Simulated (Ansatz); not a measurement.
Input file:

```yaml
crystal:
  periodic: [false, false, false]
  atoms:
    - {symbol: C, position_ang: [0.000000, 0.000000, 1.319300]}
    - {symbol: B, position_ang: [0.000000, 0.000000, -0.055700]}
    - {symbol: O, position_ang: [0.000000, 0.000000, -1.263600]}
basis:
  gaussian: {orbitals: cc-pVDZ}
magnetization: {spin_polarized: false, initial_magnetization: 1}
hamiltonian: {pseudopotentials: {relativity: scalar}}
correlation: {active_space: {window: {electrons: 3, orbitals: 2}}}
accuracy: high
scf: {lower_state_search: off}
output: {forces: true}
```

```sh
$ ansatz run in.yaml --threads 1 --pin off --events-out ev --progress --plain --max-ram 2393MiB
```

Output:

```
these checks for a lower state are left out or cut short: stability, starts, cluster_reference, orbital_swaps, neighbouring_geometries, increment
806 factors; integrals over basis functions are off by at most 3.0e-9 eV
mean field evaluation 1: about -3732.9999 eV, gradient 4.0e1 eV
mean field evaluation 2: about -3733.0025 eV, gradient 4.0e1 eV
mean field evaluation 4: about -3736.9025 eV, gradient 5.9e0 eV
mean field evaluation 8: about -3737.1089 eV, gradient 1.8e-1 eV
mean field -3737.10942874 eV, -137.3362384026 hartree, gradient 1.8e-8 eV, S^2 0.750000; 0 other end points of the search recorded, 0 dependent functions left out
reference -3737.10942874 eV, -137.3362384026 hartree; 10, 9 occupied and 32, 33 virtual orbitals, 806 factors
state -3737.10942874 eV, -137.3362384026 hartree
the calculation of the forces begins
Total energy: -3737.10942874 eV, -137.3362384026 hartree
Relativity: scalar
Atom 0 at     0.000000     0.000000     1.319300 Å, force     0.000000    -0.000000     8.432448 eV/Å
Atom 1 at     0.000000     0.000000    -0.055700 Å, force    -0.000000    -0.000000   -10.367959 eV/Å
Atom 2 at     0.000000     0.000000    -1.263600 Å, force     0.000000     0.000000     1.935511 eV/Å
Dipole moment:     0.000000     0.000000     0.269114 e Å
Checks for a lower state left out: stability, starts, cluster_reference, orbital_swaps, neighbouring_geometries, increment
```

Natural occupations: 2.0000 1.0000.

Forces (eV/Å):
```
C     0.000   0.000   8.432
B     0.000   0.000 -10.368
O     0.000   0.000   1.936
```

Ran on 1 thread of Intel Xeon Platinum 8488C, shared host: 0.63 s wall, 0.15 GiB peak host memory.
